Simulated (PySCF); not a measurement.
# One shape, several levels: C5H8O (2-ethylacrolein)

Wanted: a comparison of 6 runs (HF/STO-3G, HF/3-21G, B3LYP/6-31G*, PBE/6-31G*, CCSD(T)/3-21G, CCSD(T)/pcseg-1) of C5H8O (2-ethylacrolein). 

The calculation is run with PySCF 2.14.0.

## 1. The molecule

The species is C5H8O (14 atoms), meant as a singlet with charge 0. As SMILES, `C=C(C=O)CC`. The shape is that of a GFN2-xTB optimisation. This is one conformer, not always the lowest.

Bond lengths: C1–C2 1.332 Å, C2–C3 1.472 Å, C3–O4 1.204 Å, C2–C5 1.501 Å, C5–C6 1.530 Å, C1–H7 1.077 Å, C1–H8 1.078 Å, C3–H9 1.109 Å, C5–H10 1.091 Å, C5–H11 1.091 Å, C6–H12 1.088 Å, C6–H13 1.087 Å, C6–H14 1.087 Å. Some angles: C1–C2–C3 119.6°, C1–C2–C5 123.7°, C3–C2–C5 116.7°, C2–C3–O4 125.4°, C2–C5–C6 110.4°, C2–C1–H7 121.8°, C2–C1–H8 121.7°, C2–C3–H9 113.7°, O4–C3–H9 120.9°, C2–C5–H10 108.7°.

## 2. Energy and gradient at HF/STO-3G (run 1)

input.py reads:

```python
# C=C(C=O)CC
import pyscf.grad
from pyscf import gto, scf

mol = gto.M(
    atom='''
C        0.029220       0.564890       1.749890
C        0.272740      -0.163860       0.661660
C        1.640930      -0.637450       0.395060
O        1.968200      -1.342880      -0.524030
C       -0.774600      -0.520480      -0.352170
C       -0.766810       0.487640      -1.503190
H       -0.959450       0.923100       1.983630
H        0.810700       0.823460       2.445590
H        2.384900      -0.290680       1.140580
H       -0.552920      -1.512370      -0.750000
H       -1.759690      -0.536520       0.116450
H       -0.982120       1.488380      -1.134050
H        0.206510       0.497630      -1.987460
H       -1.517610       0.219140      -2.241960
''',
    basis='sto-3g',
    verbose=4,
    max_memory=1860,
)

hf = scf.RHF(mol)
hf.conv_tol = 1e-10
hf.kernel()
if not hf.converged:
    hf = hf.newton().run(hf.mo_coeff, hf.mo_occ)

etot = hf.e_tot
print('E = %.10f Eh' % etot)
grad = hf.Gradients().kernel()
hf.analyze()
```

On the command line:

```bash
$ OMP_NUM_THREADS=1 python input.py
```

The log of the run:

```text
PySCF version 2.14.0

[... 89 lines left out ...]
Two-electron Energy =                  317.136520286170025
[... 9 lines left out ...]
MO #6   energy= -11.0316543886638  occ= 2
[... 7 lines left out ...]
MO #14  energy= -0.589059094458973 occ= 2
[... 7 lines left out ...]
MO #22  energy= -0.334007415891062 occ= 2
[... 7 lines left out ...]
MO #30  energy= 0.697787741349647  occ= 0
[... 7 lines left out ...]
MO #38  energy= 1.08658176981959   occ= 0
[... 55 lines left out ...]
Dipole moment(X, Y, Z, Debye): -0.87379,  1.02882,  1.11951
```

Run time: 7.2 s. Hardware: 1 thread of Intel Xeon at 2.50GHz (Skylake/Cascade Lake), shared host; peak memory 0.12 GiB.

## 3. Energy and forces at HF/3-21G (run 2)

input.py reads:

```python
from pyscf import gto

system = gto.Mole()
system.atom = '''
C      0.029220     0.564890     1.749890
C      0.272740    -0.163860     0.661660
C      1.640930    -0.637450     0.395060
O      1.968200    -1.342880    -0.524030
C     -0.774600    -0.520480    -0.352170
C     -0.766810     0.487640    -1.503190
H     -0.959450     0.923100     1.983630
H      0.810700     0.823460     2.445590
H      2.384900    -0.290680     1.140580
H     -0.552920    -1.512370    -0.750000
H     -1.759690    -0.536520     0.116450
H     -0.982120     1.488380    -1.134050
H      0.206510     0.497630    -1.987460
H     -1.517610     0.219140    -2.241960
'''
system.max_memory = 1860
system.verbose = 3
system.basis = '3-21g'
system.build()

mf = system.RHF()
mf.conv_tol = 1e-10
mf.kernel()
if not mf.converged:
    mf = mf.newton().run(mf.mo_coeff, mf.mo_occ)

etot = mf.e_tot
print(f'total energy: {etot:.8f} hartree')
grad = mf.nuc_grad_method().kernel()
dip = mf.dip_moment()
pop, q = mf.mulliken_pop()
```

On the command line:

```bash
$ OMP_NUM_THREADS=1 python input.py
```

The log of the run:

```text
converged SCF energy = -267.334282796934
total energy: -267.33428280 hartree
[... 8 lines left out ...]
Dipole moment(X, Y, Z, Debye): -1.46443,  1.81488,  2.04388
[... 85 lines left out ...]
charge of   13H =      0.20403
```

Wall time 8.7 s (1 thread of Intel Xeon at 2.50GHz (Skylake/Cascade Lake), shared host); peak memory 0.14 GiB.

Runs 3 to 5 aren't shown in full; the table further down has their settings and results.

## 4. The energy at CCSD(T)/pcseg-1 (run 6)

calc.py reads:

```python
# C=C(C=O)CC
from pyscf import gto, cc

mol = gto.M(
    atom='''
C      0.055218     1.067487     3.306813
C      0.515404    -0.309651     1.250356
C      3.100908    -1.204606     0.746555
O      3.719359    -2.537675    -0.990273
C     -1.463782    -0.983565    -0.665505
C     -1.449061     0.921506    -2.840617
H     -1.813098     1.744406     3.748517
H      1.532001     1.556114     4.621495
H      4.506808    -0.549306     2.155384
H     -1.044867    -2.857965    -1.417295
H     -3.325332    -1.013876     0.220059
H     -1.855938     2.812631    -2.143044
H      0.390247     0.940384    -3.755755
H     -2.867867     0.414115    -4.236690
''',
    verbose=4,
    basis='pcseg-1',
    max_memory=1860,
    unit='bohr',
    spin=0,
)

mf = mol.RHF()
mf.conv_tol = 1e-10
mf.kernel()
if not mf.converged:
    mf = mf.newton().run(mf.mo_coeff, mf.mo_occ)

mycc = cc.CCSD(mf, frozen=6)
mycc.kernel()
e_t = mycc.ccsd_t()
e_tot = mycc.e_tot + e_t
print(f'total energy: {e_tot:.8f} hartree')
mf.analyze()
```

On the command line:

```bash
$ OMP_NUM_THREADS=1 python calc.py
```

The log of the run:

```text
PySCF version 2.14.0

[... 119 lines left out ...]
MO #9   energy= -1.01690468421055  occ= 2
[... 22 lines left out ...]
MO #32  energy= 0.255968940966659  occ= 0
[... 22 lines left out ...]
MO #55  energy= 0.915806363478872  occ= 0
[... 22 lines left out ...]
MO #78  energy= 2.00393754102332   occ= 0
[... 22 lines left out ...]
MO #101 energy= 2.69665248092461   occ= 0
[... 22 lines left out ...]
MO #124 energy= 3.84687177695506   occ= 0
[... 141 lines left out ...]
Dipole moment(X, Y, Z, Debye): -1.63738,  2.03105,  2.24378
```

Run time: 7.3 min. Hardware: 1 thread of Intel Xeon at 2.50GHz (Skylake/Cascade Lake), shared host; peak memory 2 GiB.

## 5. All runs side by side

| run | level | integration grid | task | energy (Eh) | dipole moment (D) of the reference | HOMO energy (eV) | LUMO energy (eV) | wall time |
| --- | --- | --- | --- | --- | --- | --- | --- | --- |
| 1 | HF/STO-3G | – | gradient | -265.465059 | 1.75 | -8.37 | 6.18 | 7.2 s |
| 2 | HF/3-21G | – | gradient | -267.334283 | 3.10 | -10.26 | 2.68 | 8.7 s |
| 3 | B3LYP/6-31G* (spherical functions) | 5 | gradient | -270.539753 | 2.74 | -6.95 | -1.59 | 2 min |
| 4 | PBE/6-31G* (spherical functions) | 5 | gradient | -270.186158 | 2.60 | -5.54 | -2.40 | 2.1 min |
| 5 | CCSD(T)/3-21G | – | energy | -267.971992 | 3.10 | -10.26 | 2.68 | 43 s |
| 6 | CCSD(T)/pcseg-1 | – | energy | -269.711505 | 3.44 | -10.47 | 2.21 | 7.3 min |

## 6. Results

```
                                          quantity          value
                               run 6: total energy  -269.71151 Eh
       run 6: dipole moment (Hartree–Fock density)         3.44 D
        run 6: HOMO energy (Hartree–Fock orbitals)      -10.47 eV
        run 6: LUMO energy (Hartree–Fock orbitals)        2.21 eV
      run 6: HOMO–LUMO gap (Hartree–Fock orbitals)       12.68 eV
run 6: correlation energy (6 core orbitals frozen)     -946.0 mEh
                             run 6: (T) correction     -31.36 mEh
                              run 6: T1 diagnostic          0.013
```

**Reading.** Over runs 1, 2, 3, 4 the dipole moment (its size) runs from 1.75 D (HF/STO-3G) to 3.10 D (HF/3-21G). Over runs 1, 2, 3, 4 the HOMO–LUMO gap runs from 3.14 eV (PBE/6-31G*) to 14.55 eV (HF/STO-3G). The two ends differ in method and basis. Totals of different functionals can't be ranked against each other. In run 1 the basis is minimal, so the values are rough. All runs together took 12 min, the longest 7.3 min.
